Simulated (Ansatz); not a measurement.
# Worked example: vertical ionisation energy of SOF2 (thionyl fluoride)

The species is SOF2 (4 atoms), meant as a singlet with charge 0. SMILES: `O=S(F)F`. Geometry: relaxed at PBE0-D4/def2-TZVP.

Both states at this one shape; open shells run unrestricted unless said. 1 Eh = 27.2114 eV.

```
                                 level  program  singlet SOF2 (Eh)  doublet [SOF2]+ (Eh)
                   wB97M-V/aug-cc-pVDZ   Ansatz        -673.018979           -672.559261
CCSD(T)/STO-3G, 8 core orbitals frozen   Ansatz        -662.991048           -662.772005
   CCSD/STO-3G, 8 core orbitals frozen   Ansatz        -662.979752           -662.765822
```

Q: Work out the vertical ionisation energy at each level.

A: 
1. wB97M-V/aug-cc-pVDZ: -672.559261 − (-673.018979) = 0.459718 Eh = 12.51 eV.
2. CCSD(T)/STO-3G: -662.772005 − (-662.991048) = 0.219043 Eh = 5.96 eV.
3. CCSD/STO-3G: -662.765822 − (-662.979752) = 0.213930 Eh = 5.82 eV.

No measured value is set beside it here; the levels span 5.82 to 12.51 eV. Minimal sets are far from the basis-set limit.
